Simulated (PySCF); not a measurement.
Gas-phase reaction: 2 CHCl2 + C3H6 (cyclic) → 2 CCl2 + C3H8

Energies from PySCF, thermal terms from the rigid-rotor harmonic-oscillator model, ideal gas at 1 bar. † marks an energy on the PBE0/def2-TZVP geometry and frequencies. MP2 and CCSD(T) freeze the core. Open shells (unrestricted): CHCl2 (multiplicity 2); the rest are closed-shell singlets. B3LYP is the form with VWN-RPA correlation. CHCl2: computed as isolated molecules; such fragments, hydroxides, amides, oligomers or adducts are transient or little studied in the gas. MP2 isn't extrapolated to the basis-set limit; its ΔH°(298 K) is 170.5 kJ in def2-SVP and 147.7 kJ in def2-TZVPP. CCSD(T) isn't extrapolated to the basis-set limit; its ΔH°(298 K) is 132.0 kJ in def2-SVP and 116.6 kJ in def2-TZVPP. The harmonic model lacks anharmonicity and excited electronic states, which grow with temperature; levels with a mode under 35 cm⁻¹ are left out. Internal rotation in C3H8 is treated as a harmonic vibration of one conformer, which makes the entropy rough. Warning, large T1 diagnostic: CCl2 (CCSD(T)/def2-TZVPP†).

```
level                ΔE electronic, kJ  ΔH°(298 K), kJ  ΔS°(298 K), J/K  ΔG°(600 K), kJ
-------------------  -----------------  --------------  ---------------  --------------
B3LYP/def2-TZVP†                   133             132               -3             134
BLYP/def2-TZVP†                    100              99               -3             100
CCSD(T)/def2-TZVPP†                118             117               -3             118
HF/def2-TZVP†                      206             204               -3             206
MP2/def2-SVP†                      172             170               -3             172
PBE/def2-TZVP†                     133             132               -3             134
```
ΔH° is lowest at BLYP/def2-TZVP† and highest at HF/def2-TZVP†. No reference value is set beside these.
